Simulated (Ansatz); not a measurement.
BH2(OH) (BOH₃), relaxed as a singlet with RKS r2SCAN-D4/def2-TZVP in Ansatz, starting from the GFN2-xTB geometry. Force threshold 0.02 eV/Å.

Start:

```xyz
5

B    -0.2520   -0.0864    0.3252
H    -0.5234    0.3877    1.3618
H    -0.7571   -1.0884   -0.0455
O     0.6452    0.5734   -0.3934
H     0.8872    0.2137   -1.2481
```

(1) Estimate the energy that the relaxation releases and the steps that it takes.

(2) Does the start keep its bonding and symmetry?

(3) Predict the relaxed structure.

Answers

(1) 3.7 kJ/mol, in 5 steps; 3.4 s on 4 threads of Arm Neoverse V2 on a shared host. No frequencies were taken in this run, so the end may be a saddle point.

(2) By distances, no bond broke or formed. The bond that changes most is B1–O4, from 1.33 to 1.35 Å (atoms count from 1). Point group Cs at the start, Cs at the end, both within 0.05 Å.

(3) 
Cartesian coordinates in Å:
```
B -0.2505 -0.0760 0.3327
H -0.5364 0.3942 1.3938
H -0.7389 -1.0923 -0.0815
O 0.6653 0.5969 -0.3998
H 0.8605 0.1773 -1.2452
```
Bond lengths: 1 × B–O 1.35 Å; 2 × B–H 1.20 Å; 1 × H–O 0.96 Å.
